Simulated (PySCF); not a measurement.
CH₈BN.
SMILES: `[BH3-][NH2+]C`

Method used: PBE0-D3(BJ)/def2-SVP geometry optimisation, gas phase (PySCF).

Masses are those of the commonest isotopes; rigid-rotor values at the optimised geometry. 

Task: What are A, B and C (cm⁻¹)?

Result: Ia = 17.83, Ib = 60.51, Ic = 68.27 u·Å²; 505379 MHz·u·Å²/I gives 28350, 8351 and 7402 MHz, that is A = 0.94564, B = 0.27858, C = 0.24692 cm⁻¹.

Task: What kind of rotor is it?

Result: A near-prolate asymmetric top: κ = (2 × 8351 − 28350 − 7402)/(28350 − 7402) = -0.91.

Task: What does the inertial defect say?

Result: Not planar: Δ = Ic − Ia − Ib = -10.07 u·Å². For a rigid frame Δ = −2 Σ m c², so Σ m c² = 5.03 u·Å² lies off the ab plane, practically all of it from hydrogen. The atom farthest from that plane is 1.02 Å away.

Task: Give the other two planar moments, Paa and Pbb, and the rms extents of the mass along the axes.

Result: Paa = Σ m a² = (Ib + Ic − Ia)/2 = 55.48 and Pbb = Σ m b² = (Ia + Ic − Ib)/2 = 12.79 u·Å². With the mass M = 45.07 u, the rms extents √(P/M) along a, b and c are 1.11, 0.53, 0.33 Å.

Task: Give the coordinates in the principal-axis frame, origin at the centre of mass.

Result: The sense of each axis is arbitrary; atoms in the order of the calculation.
| atom | mass (u) | a (Å) | b (Å) | c (Å) |
| --- | --- | --- | --- | --- |
| B1 | 11.009 | 1.367 | 0.293 | 0.000 |
| N2 | 14.003 | -0.034 | -0.535 | 0.000 |
| C3 | 12.000 | -1.239 | 0.300 | 0.000 |
| H4 | 1.008 | 2.250 | -0.558 | 0.000 |
| H5 | 1.008 | 1.351 | 0.969 | -1.023 |
| H6 | 1.008 | 1.352 | 0.969 | 1.023 |
| H7 | 1.008 | -0.033 | -1.151 | 0.814 |
| H8 | 1.008 | -0.032 | -1.150 | -0.815 |
| H9 | 1.008 | -2.160 | -0.303 | -0.002 |
| H10 | 1.008 | -1.216 | 0.943 | 0.888 |
| H11 | 1.008 | -1.214 | 0.946 | -0.886 |

Task: Which lines would a microwave search look for?

Result: The dipole components are |μa| = 4.92 D, |μb| = 2.68 D, |μc| = 0.00 D; the mirror of this Cs structure is the ab plane, so μc vanishes by symmetry and there are no c-type lines. The squared components, which scale the intensities, stand as 1.00 : 0.30 (a : b). Some lines, for components of 0.1 D or more:

| type | branch | J(Ka,Kc) | MHz | lower level (cm⁻¹) |
| --- | --- | --- | --- | --- |
| a | Q | 1(1,0) ← 1(1,1) | 949 | 1.193 |
| a | Q | 2(1,1) ← 2(1,2) | 2847 | 2.212 |
| b | R | 2(0,2) ← 1(1,1) | 11477 | 1.193 |
| a | R | 1(0,1) ← 0(0,0) | 15754 | 0.000 |
| b | Q | 1(1,0) ← 1(0,1) | 20947 | 0.525 |
| b | Q | 3(1,2) ← 3(0,3) | 23463 | 3.147 |
| a | R | 2(0,2) ← 1(0,1) | 31475 | 0.525 |
| a | R | 3(1,3) ← 2(1,2) | 45818 | 2.212 |
| a | R | 3(0,3) ← 2(0,2) | 47130 | 1.575 |
| a | R | 3(2,2) ← 2(2,1) | 47262 | 4.308 |
| a | R | 3(2,1) ← 2(2,0) | 47393 | 4.309 |
| b | Q | 3(2,1) ← 3(1,2) | 58756 | 3.930 |
| b | Q | 2(2,0) ← 2(1,1) | 60027 | 2.307 |
| b | Q | 3(3,0) ← 3(2,1) | 102220 | 5.890 |
| b | R | 3(2,1) ← 2(1,2) | 110268 | 2.212 |
| b | R | 3(3,0) ← 2(2,1) | 149646 | 4.308 |

Task: Estimate the classical rotational partition function at 10 K, 50 K and 100 K.

Result: Point group Cs, symmetry number σ = 1; q = (√π/σ)·√((kT/h)³/(ABC)), k/h = 20836.6 MHz/K: 127 at 10 K, 1420 at 50 K, 4030 at 100 K.

PBE0-D3(BJ)/def2-SVP frequencies: not computed here. No vibrational averaging or centrifugal distortion is included, and the geometry carries the error of its method. A rigid rotor knows nothing of internal rotation, which can split or shift real lines. Quadrupole hyperfine structure (11B, 14N) is left out.

Hardware: one thread of an Arm Neoverse V2, no GPU, shared host with 96 logical CPUs at a one-minute load of 87. Cost: 8.6 s, 0.35 GiB resident at most. This is the geometry optimisation.
